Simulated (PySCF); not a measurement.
# C5H4O: geometry, NMR shifts, spin-spin couplings and electronic excitations

Wanted: the NMR shifts, spin-spin couplings and electronic excitations of C5H4O (`C#CCC=C=O`), by calculation.

Computed with PySCF 2.14.0, with density-fitted response routines of our own, on a single molecule in the gas phase. Atoms count from 0, in the outputs and in this text.

### 1 Starting geometry

10 atoms, charge 0, multiplicity 1; geometry from: GFN2-xTB.

Bonds of the start (Å): C0–C1 1.20, C1–C2 1.45, C2–C3 1.52, C3–C4 1.29, C4–O5 1.16, C0–H6 1.05, C2–H7 1.09, C2–H8 1.09, C3–H9 1.08.

### 2 Optimising the geometry at PBE0-D3(BJ)/def2-SVP

The job: settings as JSON, then the geometry in Å.

```
{"job": {"xc": "PBE0", "basis": "def2-SVP", "d3": "d3bj", "grid": 1, "kind": "geom"}, "charge": 0, "multiplicity": 1}
C      2.374742     0.133692     0.374251
C      1.313266    -0.109559    -0.121558
C      0.006369    -0.402941    -0.678868
C     -1.071594    -0.217205     0.369723
C     -1.942340     0.736228     0.327280
O     -2.745432     1.577553     0.262168
H      3.314525     0.348700     0.787759
H     -0.006306    -1.438897    -1.032285
H     -0.179295     0.259054    -1.528025
H     -1.055052    -0.881972     1.217028
```

**Question.** This job is followed by: GIAO PBE0/pcSseg-1 NMR shielding, non-relativistic, gas phase; B3LYP/pcJ-1 indirect spin-spin coupling, non-relativistic, gas phase; TDDFT CAM-B3LYP/def2-SVPD, vertical, gas phase, core orbitals frozen in the response; GIAO KT2/pcSseg-2 NMR shielding, non-relativistic, gas phase. What will the session give for the following? point group; rotational constants (main isotopes); ¹³C shifts against TMS (PBE0/pcSseg-1); ¹H shifts against TMS (PBE0/pcSseg-1, means over atoms taken as alike); ¹⁷O shifts against H2O (PBE0/pcSseg-1); largest coupling of the table (B3LYP/pcJ-1); lowest singlet (CAM-B3LYP/def2-SVPD); brightest single state of those computed; lowest triplet; vertical ionisation energy (ΔSCF); vertical electron affinity (ΔSCF); range of the shift of O5.

**Answer**, as computed:

| quantity | value |
| --- | --- |
| point group | C1 |
| rotational constants (main isotopes) | 12.90, 1.63, 1.55 GHz |
| ¹³C shifts against TMS (PBE0/pcSseg-1) | 204.1, 86.0, 74.5, 16.7, 13.4 ppm |
| ¹H shifts against TMS (PBE0/pcSseg-1, means over atoms taken as alike) | 2.99, 2.84, 1.92 ppm |
| ¹⁷O shifts against H2O (PBE0/pcSseg-1) | 394.1 ppm |
| largest coupling of the table (B3LYP/pcJ-1) | ¹J(C,H) C0–H6, 273.4 Hz |
| lowest singlet (CAM-B3LYP/def2-SVPD) | 3.59 eV (346 nm), f = 0.000 |
| brightest single state of those computed | state 10, 7.56 eV, f = 0.097 |
| lowest triplet | 3.23 eV |
| vertical ionisation energy (ΔSCF) | 9.28 eV |
| vertical electron affinity (ΔSCF) | -0.79 eV (unbound: the value hangs on the basis) |
| range of the shift of O5 | 358.5 to 394.1 ppm |

Over 4 steps the energy fell by 0.071 eV; of the close pairs, C0–H6 changed most, 1.049 to 1.074 Å. At PBE0/pcSseg-1: Shielding is most anisotropic at O5 (span 369 ppm, paramagnetic term -460 ppm). Of the pairs tabulated at B3LYP/pcJ-1, C0–H6 couples most strongly (273.4 Hz; Fermi contact 274.0 Hz). Couplings across rotatable bonds belong to this one conformer; where others are populated, the observed values are averages. The lowest singlet, at 3.59 eV, is HOMO→LUMO 0.95 and is dark; of the 10 states computed, the strongest absorption comes from state 10 at 7.56 eV (the last computed, so partners may be missing). The lowest triplet lies 0.35 eV below the lowest singlet (triplets in Tamm-Dancoff, singlets in full TDDFT). The orbital energy would give 8.31 eV for ionisation, ΔSCF gives 9.28 eV. In ppm, O5 moves most: its shift spreads over 35.6 ppm, from 358.5 (KT2/pcSseg-2) to 394.1 (PBE0/pcSseg-1).
